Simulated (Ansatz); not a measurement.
Basis-set extrapolation for C₃H₃F₃ (`F/C=C(/F)CF`) (PBE0-D4/def2-TZVP geometry, frozen core, the Gaussian-basis code of Ansatz). Multiplicity 1, RHF reference.

|  | def2-TZVPP | def2-QZVPP |
| --- | --- | --- |
| HF | -413.793533 | -413.811576 |
| MP2 correlation | -1.219095 | -1.323203 |
| CCSD(T) correlation | -1.285362 | not run |

Energies in hartree. Use E(X) = E(∞) + A·exp(−7.88·√X) for Hartree–Fock and E(X) = E(∞) + B·X^(−2.97) for correlation, with X = 3 and 4, and add CCSD(T) minus MP2 of the smaller set to the MP2 limit.

**Question.** What is the CCSD(T) energy at the basis-set limit?

**Answer.** HF limit: -413.811576 + (-0.018043) × 0.13774 = -413.81406. MP2 limit: -1.323203 + (-0.104108) × 0.74074 = -1.40032. Higher-order term: -1.285362 − (-1.219095) = -0.06627. Total: -415.28065 hartree, 126.6 kcal/mol below CCSD(T)/def2-TZVPP.
